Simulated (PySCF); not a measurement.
# C5H6N: the cost of one run

Computed with PySCF 2.14.0 and routines of our own; the level stands in each step. Atoms count from 0.

### Step 1. The starting structure

12 atoms, charge 0, multiplicity 2; geometry from: GFN2-xTB.

### Step 2. Open-shell or spin-flip excitations: unrestricted TDDFT M06-2X/def2-SVPD

Job settings and geometry (Å):

```
{"job": {"kind": "uabs", "xc": "M06-2X", "basis": "def2-SVPD", "nstates": 10, "tda": false}, "charge": 0, "multiplicity": 2}
C     -3.444478     0.181624     0.070613
C     -2.124061     0.031291    -0.051154
C     -0.901375    -0.102439    -0.157755
C      0.460416    -0.278470    -0.307395
N      1.309069     0.330258     0.433336
C      2.695908     0.109194     0.233162
H     -3.856234     0.837504     0.818004
H     -4.127321    -0.346591    -0.572649
H      0.770665    -0.976104    -1.105001
H      3.123072    -0.260947     1.168447
H      2.925349    -0.597182    -0.579556
H      3.170188     1.071175     0.023920
```

Method: unrestricted TDDFT M06-2X/def2-SVPD, vertical, gas phase, core orbitals frozen in the response.

Launch:

```console
OMP_NUM_THREADS=1 python excited_run.py task.json out
```

The driver reads the jobs from task.json and runs them one after another.

Q: Estimate the wall time and peak memory of this first job on 1 thread of Intel Xeon 6975P-C, shared host.

About 80 s, with a peak of 0.7 GiB.
